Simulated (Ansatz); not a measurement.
Correlation energies of C4H6ClF, SMILES `C/C(F)=C(/C)Cl` by basis set

```xyz
12

C     0.6062    0.6867    1.7366
C     0.3747    0.4311    0.3011
F     1.0872    1.2644   -0.4878
C    -0.4021   -0.4635   -0.3022
C    -0.5545   -0.6266   -1.7707
Cl   -1.3396   -1.5581    0.6593
H     0.3246    1.7144    1.9830
H     1.6685    0.5712    1.9695
H     0.0301    0.0025    2.3545
H    -1.5972   -0.4837   -2.0660
H    -0.2621   -1.6345   -2.0767
H     0.0642    0.0961   -2.3006
```

The species carries charge 0 and has multiplicity 1. The geometry is a stationary point of PBE0-D4/def2-TZVP. Frozen core, restricted reference, Ansatz. CBS rows extrapolate triple and quadruple zeta; past MP2 they add the triple-zeta difference.

```
     basis     HF (Eh)  MP2 corr.  CCSD corr.       (T)  CCSD(T) total
def2-TZVPP  -713.99755   -1.10455    -1.15109  -0.04797     -715.19661
def2-QZVPP  -714.02154   -1.19089           –         –              –
 CBS(def2)  -714.02485   -1.25484    -1.30138     as TZ     -715.37420
```
